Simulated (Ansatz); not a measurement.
Born–Oppenheimer molecular dynamics of BH$_{2}$O$_{2}$ (5 atoms, charge 1, multiplicity 1). It goes on from the last frame of an earlier run, with new velocities.

Level of theory: RKS PBE/def2-SVP (Ansatz 0.2.0).

| Item | Value |
| --- | --- |
| ensemble | NVT, Nosé–Hoover chain |
| time step | 0.5 fs |
| steps asked | 400 |
| set temperature | 400 K |
| thermostat | time constant 300 fs, chain length 1 |
| seed | 229790 |

First frame:

```xyz
5
Properties=species:S:1:pos:R:3
O -0.918 0.107 -0.836
B -0.105 0.098 0.130
O 0.565 0.031 1.212
H -0.719 0.486 -1.733
H 1.366 -0.101 1.712
```

What does the run give?

All steps were run.

* steps done: 400
* time covered: 200 fs
* mean temperature over the second half: 321 K
* spread of the potential energy over the second half: 6.9 meV per atom
* mean potential energy of the second half above the start: 7.8 meV per atom

The conserved energy stayed within 0.38 meV per atom of its start (net change 0.23 meV per atom), so the integration is sound. The mean temperature of the second half is 20 % below the set value. A run of 0.2 ps of so small a system gives no equilibrium averages. Limits of this set-up: the dipole of an ion depends on the origin.

What happens to the structure?

The same pairs are bonded in the first frame and the last. Pairs count as bonded within 1.25 times the sum of covalent radii (0.12 Å more for H–H). This is one draw of velocities; another would differ in detail.

How do temperature and energy run in time?


```tsv
time (fs)	T (K)	potential energy less start (eV)	conserved less start (meV/atom)
0.0	400	0.000	0.00
10.0	192	0.082	0.28
20.0	242	0.062	0.17
30.0	408	-0.003	0.04
40.0	388	0.005	0.01
50.0	163	0.094	0.16
60.0	183	0.087	0.29
70.0	379	0.009	-0.08
80.0	357	0.018	-0.04
90.0	246	0.063	0.24
100.0	252	0.062	0.22
110.0	227	0.072	0.12
120.0	257	0.060	0.08
130.0	411	0.001	-0.03
140.0	396	0.008	0.11
150.0	260	0.063	0.27
160.0	314	0.042	-0.03
170.0	408	0.006	-0.02
180.0	413	0.006	0.17
190.0	255	0.070	0.28
200.0	287	0.058	0.23
```

Time of the run: 4.6 min on 1 thread of Arm Neoverse V1, on a shared host, peak memory 0.09 GiB.
